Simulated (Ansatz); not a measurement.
Compare A (`CCCCCC`) with its isomer B (`CCCC(C)C`).

Calculated with Ansatz (gas phase, PBE0-D4/def2-TZVP geometries, no zero-point term in ΔE). CBS: MP2 limit from def2 TZ/QZ plus the TZ coupled-cluster correction, frozen cores. DFT in def2-TZVPP. B3LYP here is the variant with VWN-RPA as its local correlation; programs differ in this. Each species was taken in one conformer, which may not be the lowest.

Q: Which is lower in electronic energy at CCSD(T)/CBS, and by how much? (An estimate is asked.)

A: Ansatz gave: B, by 1.9 kcal/mol.

Q: Give E(B) − E(A) in kcal/mol with ωB97M-V, CCSD/def2-TZVPP, r2SCAN-D4, MP2/def2-TZVPP, CCSD(T)/def2-TZVPP, PBE-D4, B3LYP-D4. (Best estimate.)

A: Ansatz gave: ωB97M-V -1.7, CCSD/def2-TZVPP -1.7, r2SCAN-D4 -1.8, MP2/def2-TZVPP -2.1, CCSD(T)/def2-TZVPP -1.8, PBE-D4 -1.5, B3LYP-D4 -1.4. None reverses the order clearly.

Largest T1 diagnostic: 0.008.
